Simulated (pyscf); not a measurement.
Four-centre exchange: H₃C–CH₂–SiH₃ + HCl → H₃C–CH₂–SiH₃ + HCl

Gas phase, singlet surface, charge 0. Bonds broken: C1–H13, H4–Cl12. Bonds formed: C1–H4, Cl12–H13. PySCF, gas phase, ωB97X-D3(BJ)/def2-SVP geometries.

Transition state (Å):

```xyz
13

C      0.5060     0.2440    -0.3704
C     -0.8706    -0.3030    -0.0027
Si    -1.9301     0.7620     1.1845
H      1.0666     0.3800     0.7784
H      1.2484    -0.4671    -0.7638
H      0.4485     1.0632    -1.1134
H     -0.7674    -1.3026     0.4502
H     -1.4595    -0.4456    -0.9228
H     -1.7751     2.2027     0.8407
H     -3.3438     0.3616     0.9071
H     -1.6347     0.4935     2.6118
Cl     1.2799     1.5913     2.1564
H      0.9032     1.2058     0.3520
```

One imaginary mode, 1813i cm⁻¹; descent along it reached the two sides named.

| bond | change | reactant side (Å) | saddle | product side |
|---|---|---|---|---|
| C1–H13 | breaks | 1.102 | 1.267 | 3.3 |
| H4–Cl12 | breaks | 1.286 | 1.847 | 3.2 |
| C1–H4 | forms | 3.5 | 1.286 | 1.102 |
| Cl12–H13 | forms | 3.1 | 1.883 | 1.286 |

Electronic energies relative to the separated reactants (eV):

```tsv
level	barrier	reaction energy	reverse barrier
ωB97X-D3(BJ)/def2-TZVP	2.67	0.00	2.67
PBE/def2-TZVP	2.33	0.00	2.33
r²SCAN/def2-TZVP	2.43	0.00	2.43
B3LYP-D3(BJ)/def2-TZVP	2.55	0.00	2.55
PBE0-D3(BJ)/def2-TZVP	2.44	0.00	2.44
M06-2X/def2-TZVP	2.64	0.00	2.64
ωB97M-D3(BJ)/def2-TZVP	2.65	0.00	2.65
HF/def2-TZVP	3.47	0.00	3.47
```

With ωB97M-D3(BJ)/def2-TZVP energies and thermal terms (ideal gas, 1 atm, RRHO with modes under 100 cm⁻¹ raised to 100, one conformer, R ln 2 for chiral ones without a mode under 150 cm⁻¹), in eV:

```csv
T (K),ΔH‡,ΔG‡,ΔH,ΔG
298,2.58,3.01,0.00,0.00
600,2.58,3.45,0.00,0.00
900,2.60,3.89,0.00,0.00
1200,2.62,4.31,0.00,0.00
```

The same reactants have a lower exit, to H₃C–CH₂–SiH₂–Cl + H₂ (barrier +1.44 eV at ωB97M-D3(BJ)/def2-TZVP, against +2.65 eV here). H₃C–CH₂–SiH₃ lies 0.56 eV over its isomer H₃C–SiH₂–CH₃ (electronic energy, ωB97M-D3(BJ)/def2-TZVP). Another saddle between the same species, by other bonds, lies lower (2.37 eV against 2.65 eV at ωB97M-D3(BJ)/def2-TZVP).
